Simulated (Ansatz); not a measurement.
in.yaml

```yaml
crystal:
  periodic: [false, false, false]
  atoms:
    - {symbol: Al, position_ang: [0.000000, 0.000000, 0.000000]}
    - {symbol: P, position_ang: [0.000000, 0.000000, 3.336000]}
basis:
  gaussian: {orbitals: cc-pVTZ}
total_charge: 1
magnetization: {spin_polarized: true, initial_magnetization: 1}
correlation: {method: ccsdt_q, electrons: outside_noble_gas}
```

```sh
$ ansatz run in.yaml --threads 1 --pin off --events-out ev --progress --plain --max-ram 2393MiB
```

The program prints:

```
724 factors; integrals over basis functions are off by at most 1.6e-7 eV
mean field evaluation 1: about -15842.8499 eV, gradient 1.3e1 eV
mean field evaluation 2: about -15842.8749 eV, gradient 1.3e1 eV
mean field evaluation 4: about -15845.0803 eV, gradient 1.3e0 eV
mean field evaluation 8: about -15845.1195 eV, gradient 5.6e-2 eV
mean field evaluation 16: about -15845.1199 eV, gradient 1.0e-2 eV
mean field evaluation 32: about -15845.1199 eV, gradient 3.4e-6 eV
mean field evaluation 64: about -15845.3699 eV, gradient 1.1e0 eV
mean field evaluation 96: about -15844.8850 eV, gradient 4.4e0 eV
mean field evaluation 128: about -15839.1160 eV, gradient 1.6e1 eV
mean field evaluation 160: about -15847.0897 eV, gradient 2.3e-6 eV
...
cycle  35  -4.55319239 eV  change    2.8e-9 eV  update   1.1e-7
cycle  36  -4.55319239 eV  change    1.9e-9 eV  update   1.7e-7
cycle   1  -4.55319245 eV  update   2.1e-7
cycle   2  -4.55319255 eV  change   -1.0e-7 eV  update   1.5e-7
cycle   3  -4.55319273 eV  change   -1.8e-7 eV  update   1.3e-7
cycle   4  -4.55319303 eV  change   -3.0e-7 eV  update   1.1e-7
cycle   5  -4.55319331 eV  change   -2.9e-7 eV  update   8.2e-8
cycle   6  -4.55319348 eV  change   -1.7e-7 eV  update   6.1e-8
cycle   7  -4.55319363 eV  change   -1.5e-7 eV  update   4.2e-8
cycle   8  -4.55319376 eV  change   -1.2e-7 eV  update   2.7e-8
perturbative correction -0.21324717 eV, -0.0078366888 hartree
WARN: the results are in doubt because among natural orbitals full CI differs from the method by +1.576 eV
Total energy: -15851.91346944 eV, -582.5470751892 hartree
In doubt: among natural orbitals full CI differs from the method by +1.576 eV
```

Ran on 1 thread of Arm Neoverse V1, shared host: 2.1 min wall, 0.54 GiB peak host memory.
